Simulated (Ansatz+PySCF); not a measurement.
Two shapes of doublet C₂H₃O₂.

Shape 1:

```xyz
7

C     0.0000    0.0239   -1.1787
O     0.0000    0.7354   -0.0130
C     0.0000    0.0510    1.1668
H     0.0000    0.7475    1.9471
H     0.0000   -1.0526   -1.1337
H     0.0000    0.6346   -2.0645
O     0.0000   -1.1398    1.2759
```

Shape 2:

```xyz
7

C     0.0000    0.0173   -1.1862
O     0.0000    0.7287   -0.0204
C     0.0000    0.0443    1.1594
H     0.0000    0.7875    1.9919
H     0.0000   -1.0593   -1.1411
H     0.0000    0.6280   -2.0720
O     0.0000   -1.1464    1.2684
```

Basis set: cc-pVTZ (spherical functions). Frozen core: 4 orbitals. Correlation on ROHF uses semicanonical orbitals with singles. Charge 0, multiplicity 2.

Computed with Ansatz (development build ahead of 0.2.0) and PySCF 2.14.0; each method stands on the lowest determinant of its kind that the runs found.

Problem. Which shape is lower in energy, and by how much in each method?

Solution.

| method | E(2) − E(1) (eV) |
| --- | --- |
| ROHF | -0.002 |
| UHF | -0.002 |
| ROHF-MP2 | -0.027 |
| UHF-MP2 | -0.027 |

Shape 2 is lower.
